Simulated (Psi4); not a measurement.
# Exact exchange and the dipole moment of SF2 (sulfur difluoride)

SF2: 3 atoms, total charge 0, spin state singlet. SMILES: `FSF`. The coordinates come from a PBE0-D4/def2-TZVP relaxation.

The dipole moment y, in D, basis def2-TZVP; a is the functional's share of exact exchange. Programs: Psi4 1.11.

| functional | program | a | y (D) |
| --- | --- | --- | --- |
| TPSS | Psi4 | 0 | 0.92 |
| PBE | Psi4 | 0 | 0.90 |
| TPSSh | Psi4 | 0.1 | ? |
| B3LYP | Psi4 | 0.2 | 1.12 |
| PBE0 | Psi4 | 0.25 | 1.06 |
| BHLYP | Psi4 | 0.5 | 1.28 |

**Question.** Fit y = c + s·a to the known rows and predict TPSSh.

**Answer.** 
1. Means of the 5 rows: a = 0.1900, y = 1.056.
2. Σ(Δa)² = 0.172, Σ(Δa·Δy) = 0.1258, so the slope is 0.1258/0.172 = 0.7314.
3. Intercept: 1.056 − (0.7314) × 0.1900 = 0.917. The largest residual of the fit is 0.057.
4. TPSSh: 0.917 + (0.7314) × 0.1 = 0.99 D.

The run gave 0.99 D, so the prediction is off by 0.00 D: they agree to the digits shown. More exact exchange makes the molecule more polar here. The measured value is 1.05 D (NIST CCCBDB).
